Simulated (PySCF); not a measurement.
**Gas-phase thermal properties of AlH(CH3)2**

Computed with PySCF and rigid-rotor harmonic-oscillator thermochemistry at 1 bar. 6-31G* has spherical d functions here. All species are closed-shell singlets. B3LYP is the form with VWN-RPA correlation. Methyl groups turn as free rotors in AlH(CH3)2. AlH(CH3)2: computed as isolated molecules; such fragments, hydroxides, amides, oligomers or adducts are transient or little studied in the gas. The harmonic model lacks anharmonicity and excited electronic states, which grow with temperature; levels with a mode under 35 cm⁻¹ are left out.

```tsv
level	point group	σ	ZPE (kJ/mol)	S°298 (J/mol/K)	Cp298 (J/mol/K)	S°1000 (J/mol/K)	H1000 − H298 (kJ/mol)
B3LYP/6-31G*	C2v	2	203.6	310.6	85.3	459.9	92.1
HF/6-31G*	C2v	2	214.9	308.0	81.9	452.3	89.2
PBE/def2-SVP	C2v	2	195.7	312.9	88.7	466.8	94.8
PBE0/def2-TZVP	C2v	2	201.4	311.2	86.7	462.3	93.2
```
σ: rotational symmetry number. Electronic degeneracy used: 1. Frequencies are unscaled.
